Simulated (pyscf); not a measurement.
Four-centre exchange: F–B(F)–F (SMILES FB(F)F) + H₂C=CH₂ (SMILES C=C) → HF (SMILES F) + H₂C=CH–B(F)–F (SMILES C=CB(F)F)

Gas phase, singlet surface, charge 0. Bonds broken: F1–B2, C5–H7. Bonds formed: F1–H7, B2–C5. Single points on ωB97X-D3(BJ)/def2-SVP structures (PySCF, gas phase).

Transition state (Å):

```xyz
10

F      0.2055    -1.1522     0.9396
B     -1.1737    -0.9285     0.1671
F     -1.4867    -2.0551    -0.4943
F     -2.0551    -0.4491     1.0659
C     -0.5370     0.2740    -0.8749
C     -0.6756     1.5763    -0.5671
H      0.2475    -0.3050     0.1073
H     -0.2988    -0.0180    -1.9045
H     -0.9175     1.8852     0.4572
H     -0.5655     2.3774    -1.3080
```

One imaginary mode, 1301i cm⁻¹; descent along it reached the two sides named.

```csv
bond,change,reactant side (Å),saddle,product side
F1–B2,breaks,1.320,1.597,2.505
C5–H7,breaks,1.095,1.384,2.325
F1–H7,forms,2.9,1.188,0.929
B2–C5,forms,2.9,1.714,1.567
```

Electronic energies relative to the separated reactants (kcal/mol):

```
level                   barrier  reaction energy  reverse barrier
----------------------  -------  ---------------  ---------------
ωB97X-D3(BJ)/def2-TZVP     50.7            +27.7             22.9
PBE/def2-TZVP              43.7            +27.6             16.1
r²SCAN/def2-TZVP           46.2            +29.4             16.8
B3LYP-D3(BJ)/def2-TZVP     51.7            +28.8             23.0
PBE0-D3(BJ)/def2-TZVP      46.8            +27.4             19.4
M06-2X/def2-TZVP           51.8            +30.3             21.5
ωB97M-D3(BJ)/def2-TZVP     51.1            +28.8             22.3
HF/def2-TZVP               74.5            +33.0             41.5
```

With ωB97M-D3(BJ)/def2-TZVP energies and thermal terms (ideal gas, 1 atm, RRHO with modes under 100 cm⁻¹ raised to 100, one conformer, R ln 2 for rigid chiral ones), in kcal/mol:

| T (K) | ΔH‡ | ΔG‡ | ΔH | ΔG |
|---|---|---|---|---|
| 298 | 48.6 | 59.0 | +28.3 | +27.9 |
| 600 | 49.4 | 69.2 | +29.3 | +27.2 |
| 900 | 50.3 | 78.9 | +29.9 | +25.9 |
| 1200 | 51.3 | 88.3 | +30.3 | +24.6 |

The same reactants have a lower exit, to F–CH₂–CH₂–B(F)–F (barrier +32.6 kcal/mol at ωB97M-D3(BJ), against +51.1 kcal/mol here). This is the saddle that the search found; another between the same sides may lie lower.
